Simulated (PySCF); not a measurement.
Species: benzoquinone, C₆H₄O₂.
Bonds: O1–C2 (double), C2–C3, C3–C4 (double), C4–C5, C5–O6 (double), C5–C7, C7–C8 (double), C2–C8. Hydrogens: H9 on C3; H10 on C4; H11 on C7; H12 on C8.

Method: PBE0-D3(BJ)/def2-TZVP geometry optimisation, gas phase (PySCF); density fitting, grid level 2; the optimiser is geomeTRIC in internal coordinates, started from a GFN2-xTB structure with every atom displaced at random (about 0.01 Å).

Step 1: E = -10372.2456 eV
```
atom  x, y, z in Å  |  force x, y, z in eV/Å
O1     -0.7437   -2.2571   -1.1226   -0.090  -0.429   0.046
C2     -0.4027   -1.2825   -0.4930    0.064   0.343  -0.229
C3      1.0259   -0.9836   -0.2573   -0.372   0.291   0.357
C4      1.3927    0.2178    0.1925    0.607   0.110  -0.242
C5      0.4127    1.2886    0.4494   -0.154   0.083   0.286
O6      0.7605    2.3975    0.8046    0.018  -0.131  -0.118
C7     -1.0176    0.9475    0.3046   -0.008  -0.078   0.061
C8     -1.3992   -0.2769   -0.0645    0.166   0.182  -0.124
H9      1.7261   -1.7696   -0.4802    0.185  -0.181  -0.117
H10     2.4433    0.4991    0.3214   -0.344  -0.111   0.041
H11    -1.7217    1.7421    0.5278    0.014  -0.021   0.017
H12    -2.4374   -0.5515   -0.1928   -0.086  -0.058   0.023
```

Step 2: E = -10372.2706 eV
```
atom  x, y, z in Å  |  force x, y, z in eV/Å
O1     -0.7534   -2.3025   -1.0681    0.158  -0.012   0.061
C2     -0.4061   -1.2768   -0.5212   -0.165   0.120   0.224
C3      1.0139   -0.9620   -0.2605    0.246  -0.242  -0.126
C4      1.4102    0.2342    0.1758   -0.284  -0.085  -0.061
C5      0.4129    1.2848    0.4633    0.220   0.126  -0.073
O6      0.7701    2.3885    0.8198   -0.135   0.069   0.050
C7     -1.0165    0.9450    0.3035    0.015  -0.025   0.114
C8     -1.3998   -0.2662   -0.1023    0.017   0.079  -0.169
H9      1.7162   -1.7589   -0.4778    0.018  -0.008  -0.070
H10     2.4527    0.5023    0.3220   -0.094  -0.043   0.041
H11    -1.7207    1.7318    0.5496    0.005  -0.004   0.038
H12    -2.4407   -0.5488   -0.2141   -0.002   0.024  -0.029
```

Step 3: E = -10372.2762 eV
```
atom  x, y, z in Å  |  force x, y, z in eV/Å
O1     -0.7307   -2.3429   -0.9939   -0.202   0.196   0.013
C2     -0.4045   -1.2714   -0.5226    0.196  -0.365   0.203
C3      1.0206   -0.9743   -0.2777   -0.004   0.147  -0.157
C4      1.3939    0.2321    0.1493    0.042   0.043   0.211
C5      0.4135    1.2923    0.4729   -0.165  -0.039  -0.234
O6      0.7529    2.3942    0.8491    0.148  -0.068   0.043
C7     -1.0149    0.9565    0.3076    0.036  -0.071   0.057
C8     -1.3924   -0.2413   -0.1387   -0.166  -0.131  -0.131
H9      1.7280   -1.7732   -0.5028   -0.154   0.178   0.027
H10     2.4271    0.4907    0.3168    0.236   0.069   0.017
H11    -1.7196    1.7335    0.5804   -0.018  -0.004   0.005
H12    -2.4351   -0.5246   -0.2503    0.053   0.045  -0.053
```

Step 4: E = -10372.2900 eV
```
atom  x, y, z in Å  |  force x, y, z in eV/Å
O1     -0.7484   -2.3455   -0.9778    0.008   0.019   0.081
C2     -0.4062   -1.2827   -0.5013   -0.006   0.007  -0.105
C3      1.0194   -0.9641   -0.2804    0.039  -0.039  -0.067
C4      1.4022    0.2371    0.1533   -0.078  -0.008   0.081
C5      0.4147    1.2908    0.4680   -0.024  -0.081   0.028
O6      0.7590    2.3864    0.8585    0.027   0.006  -0.011
C7     -1.0130    0.9490    0.3051   -0.034   0.031   0.019
C8     -1.3964   -0.2467   -0.1428   -0.004  -0.044   0.022
H9      1.7246   -1.7555   -0.5176   -0.043   0.045   0.021
H10     2.4389    0.4974    0.3195    0.096   0.033  -0.032
H11    -1.7179    1.7265    0.5768   -0.007   0.017  -0.026
H12    -2.4383   -0.5210   -0.2713    0.025   0.016  -0.012
```

Task: Estimate the geometry and energy of step 5. (The exact step hangs on the optimiser's Hessian estimate; all steps are aligned on step 4, rigid shifts and turns removed.)

Result: E = -10372.2924 eV, largest force 0.064 eV/Å
```
atom  x, y, z in Å  |  force x, y, z in eV/Å
O1     -0.7498   -2.3522   -0.9555   -0.011  -0.027   0.023
C2     -0.4052   -1.2823   -0.4991    0.022   0.014  -0.012
C3      1.0213   -0.9620   -0.2874   -0.014   0.017  -0.022
C4      1.4020    0.2358    0.1574   -0.036  -0.048   0.018
C5      0.4114    1.2840    0.4772    0.057   0.011   0.004
O6      0.7651    2.3766    0.8680   -0.040   0.045   0.021
C7     -1.0179    0.9509    0.3064    0.051  -0.011   0.005
C8     -1.3958   -0.2455   -0.1449   -0.028   0.012   0.007
H9      1.7250   -1.7498   -0.5294    0.012  -0.016  -0.011
H10     2.4418    0.5021    0.3124   -0.012   0.010  -0.009
H11    -1.7232    1.7322    0.5674    0.007  -0.004  -0.009
H12    -2.4359   -0.5182   -0.2825   -0.008  -0.004  -0.014
```

The energy changes by -0.0024 eV. The first-order estimate −F·Δx gives -0.0046 eV and the mean of the old and new forces, exact on a quadratic surface, -0.0024 eV. The step makes an angle of 64° with the force vector and moves no atom by more than 0.023 Å.

The cost below is that of the whole optimisation. Hardware: Intel Xeon at 2.50 GHz, 2 threads, shared host with 64 logical CPUs at a one-minute load of 61. Cost: 8.6 min wall, 18 min CPU, 1.6 GiB resident at most.
